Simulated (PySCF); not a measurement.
CH₃S, SMILES [S]C (connectivity only; charge and spin as stated), charge -1, multiplicity 1. Atoms are numbered in the order given.

```xyz
5

C      0.0000     0.0000    -1.1160
S      0.0000     0.0000     0.7044
H     -0.8824     0.5095    -1.5248
H      0.8824     0.5095    -1.5248
H      0.0000    -1.0189    -1.5248
```
Charge -1, spin multiplicity 1.

The structure is a stationary point at PBE0-D3(BJ)/def2-TZVPD. The spin state was assumed, not searched. The isomer is the one that the SMILES or the coordinates give; other isomers of the formula were not compared.

All values below come from PBE0-D3(BJ)/def2-TZVPD (PySCF).

Frequencies are harmonic and unscaled.

Modes within 1.5 cm⁻¹ of each other (mostly degenerate sets) share a row, with their intensities summed.

```
mode  ν (cm⁻¹)  IR (km/mol)  moving atoms (share of kinetic energy)
----  --------  -----------  --------------------------------------
1          724          2.8                   C 59 %, S 32 %, H 9 %
2–3        930         20.5                          H 84 %, C 14 %
4         1304         41.6                          H 87 %, C 13 %
5–6       1465          0.8                                  H 95 %
7         2964        259.2                                  H 98 %
8–9       3010         89.5                           H 91 %, C 9 %
```
